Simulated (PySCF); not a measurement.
Atom-mapped SMILES (the numbers label the heavy atoms): `[CH3:1][CH2:2][C:3]([CH3:4])([F:5])[F:6]`; H(Xn) means a hydrogen on atom n.

Geometry: PBE0-D3(BJ)/def2-SVP; GIAO absolute shieldings from PySCF 2.14, gas phase, non-relativistic, averaged over equivalent atoms.

At BLYP/pcSseg-1 (142 basis functions, 18 s wall time on 1 thread of an Arm Neoverse V1, shared host):
| atoms | σ (ppm) |
| --- | --- |
| C3 | 45.2 |
| C2 | 138.8 |
| C4 | 148.0 |
| C1 | 167.6 |
| F5/F6 | 286.2 |
| H(C2) | 29.79 |
| H(C4) | 29.90 |
| H(C1) | 30.22 |

What do these become at OPBE/pcSseg-1?

## Answers


| atoms | σ at OPBE/pcSseg-1 | change |
| --- | --- | --- |
| C3 | 62.7 | +17.5 |
| C2 | 151.8 | +13.0 |
| C4 | 159.8 | +11.8 |
| C1 | 177.2 | +9.6 |
| F5/F6 | 292.3 | +6.1 |
| H(C2) | 29.68 | -0.11 |
| H(C4) | 29.78 | -0.12 |
| H(C1) | 30.12 | -0.10 |

The largest change is at C3 (fully substituted sp3 carbon bonded to 2 F). Cost: 142 basis functions, 18 s wall time on 1 thread of an Arm Neoverse V1, shared host. The order of the carbon signals is the same at both levels.
